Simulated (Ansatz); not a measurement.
# InAs, pressure series

Start from InAs in the zinc blende structure (space group F-43m, No. 216; a = 6.026 Å).

Cell and atoms are relaxed at each pressure.

The values are results of Kohn–Sham DFT with the LDA functional, run in Ansatz (an electronic-structure program) with PAW and 420 eV plane waves, without spin-orbit coupling, not measurements.

| pressure (GPa) | volume per atom (Å³/atom) |
|---|---|
| -2 | 28.367 |
| -1 | 27.835 |
| 0 | 27.353 |
| 0.9 | 26.965 |
| 2.1 | ? |
| 4.5 | 25.651 |
| 9 | 24.396 |
| 15 | 23.119 |
| 30 | 20.936 |

**Question.** Fit the third-order Birch–Murnaghan form P(V) = (3B₀/2)[(V₀/V)^(7/3) − (V₀/V)^(5/3)]·[1 + (3/4)(B₀′ − 4)((V₀/V)^(2/3) − 1)] (squares taken in P) to the rows shown and predict the withheld row.

**Answer.** Least squares on the printed values gives V₀ = 27.358 Å³/atom, B₀ = 60.3 GPa, B₀′ = 4.6; this predicts 26.488 Å³/atom, and the run gives 26.490 Å³/atom, 0.002 higher.

Measured bulk modulus of InAs: 58.6 GPa (static lattice; corrected from measurement; as listed in Daniel Mejia-Rodriguez, S. B. Trickey, Phys. Rev. B (2018)); the computed value is 3 % above it.

The mesh was chosen for an insulator and is coarse for the gapless case. Load acts through the strain it causes; cell and atoms are relaxed under it. Whether these cells are dynamically stable was not tested. All final runs are without spin polarisation. Measured, InAs leaves this structure (for rock salt) near 7 GPa (temperature not stated; as listed in Datta, Sujoy, Jana, Debnarayan, arXiv (2020)).
